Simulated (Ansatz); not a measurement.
Abridged output of a molecular run in Ansatz:

```
Functional definition: HF
328 factors; integrals over basis functions are off by at most 7.1e-4 eV
mean field evaluation 1: about -10829.8677 eV, gradient 1.2e1 eV
mean field evaluation 2: about -10829.8687 eV, gradient 1.2e1 eV
mean field evaluation 4: about -10830.3867 eV, gradient 9.0e-1 eV
mean field evaluation 8: about -10830.3935 eV, gradient 5.7e-4 eV
mean field evaluation 16: about -10830.3935 eV, gradient 1.2e-6 eV
mean field -10830.39351393 eV, -398.0096205326 hartree, gradient 1.2e-6 eV, S^2 0.000000; 0 other end points of the search recorded, 0 dependent functions left out
5 core orbitals not correlated: weight in the atoms' cores, before any rotation towards them, 1.000 or more for the frozen orbitals, at most 0.000 for the correlated occupied ones
reference -10830.39351393 eV, -398.0096205326 hartree; 4, 4 occupied and 26, 26 virtual orbitals, 328 factors
second order -4.28072591 eV of doubles, -0.00000000 eV of singles
cycle   1  -4.60640442 eV  change   -3.3e-1 eV  update   5.1e-2
cycle   2  -4.72044028 eV  change   -1.1e-1 eV  update   1.6e-2
cycle   3  -4.73994538 eV  change   -2.0e-2 eV  update   6.5e-3
cycle   4  -4.73849835 eV  change    1.4e-3 eV  update   1.5e-3
cycle   5  -4.73792182 eV  change    5.8e-4 eV  update   4.4e-4
cycle   6  -4.73783064 eV  change    9.1e-5 eV  update   1.0e-4
cycle   7  -4.73784578 eV  change   -1.5e-5 eV  update   2.9e-5
cycle   8  -4.73784929 eV  change   -3.5e-6 eV  update   7.9e-6
perturbative correction -0.16247203 eV, -0.0059707368 hartree
Total energy: -10835.29383525 eV, -398.1897040194 hartree
```

Its atoms:

```xyz
2

S    -0.1756   -0.5635    0.3234
H     0.1756    0.5635   -0.3234
```

(1) Which basis set was used?
A. def2-TZVPPD
B. def2-SVPD
C. cc-pV(D+d)Z
D. cc-pV(Q+d)Z

(2) Write the keys of the input that set method, charge and spin (a neutral closed shell needs none for the last two).

Answers

(1) B. It gives 35 functions.

(2) 
```yaml
total_charge: -1
correlation: {method: ccsd_t}
```
